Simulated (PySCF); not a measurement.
**C3H6OS: core ionisation energies**

Compound: C3H6OS.
Numbering: `[CH3:1][O:2][C@H:3]1[CH2:4][S:5]1`

Level of theory: delta-SCF UKS SCAN, pcX-2 on the ionised atom, pcseg-1 elsewhere, spin-free X2C (PySCF 2.14.0). Binding energies are ΔSCF values: E(core-ionised, relaxed orbitals) − E(ground state) at a fixed geometry, referred to the vacuum level.

**Question.** What binding energy does each computed site have?

**Answer.** 
```json
{"atom(s)": "S5", "bonded to": "2 C", "level": "S 1s", "binding energy (eV)": "2476.65", "above the level's lowest (eV)": "0.00", "count": "1"}
{"atom(s)": "O2", "bonded to": "2 C", "level": "O 1s", "binding energy (eV)": "539.02", "above the level's lowest (eV)": "0.00", "count": "1"}
{"atom(s)": "C3", "bonded to": "O, S, C and H", "level": "C 1s", "binding energy (eV)": "293.02", "above the level's lowest (eV)": "+1.45", "count": "1"}
{"atom(s)": "C1", "bonded to": "O and 3 H", "level": "C 1s", "binding energy (eV)": "292.48", "above the level's lowest (eV)": "+0.91", "count": "1"}
{"atom(s)": "C4", "bonded to": "S, C and 2 H", "level": "C 1s", "binding energy (eV)": "291.57", "above the level's lowest (eV)": "0.00", "count": "1"}
```

The listed C 1s values span 1.45 eV, from C4 (bonded to S, C and 2 H) to C3 (bonded to O, S, C and H). The widest gap between neighbouring values is 0.91 eV, between 291.57 and 292.48 eV. Summing the Pauling electronegativity differences to the bonded atoms, each weighted by its formal bond order, gives -0.67 for the lowest site and +0.57 for the highest; no listed site has a larger sum than the highest.

**Question.** What is the longest wavelength that can ionise C 1s of C4 vertically?

**Answer.** λ = hc/E = 12398.42 eV Å / 291.57 eV = 42.523 Å.

Not every level is listed. Isolated species at its PBE0-D3(BJ)/def2-SVP geometry (one conformer only).

On one thread, Arm Neoverse V2, shared host, this took 37 s wall.

Conformer computed: `[CH3:1][O:2][C@H:3]1[CH2:4][S:5]1`: C1–O2–C3–C4 -153°.
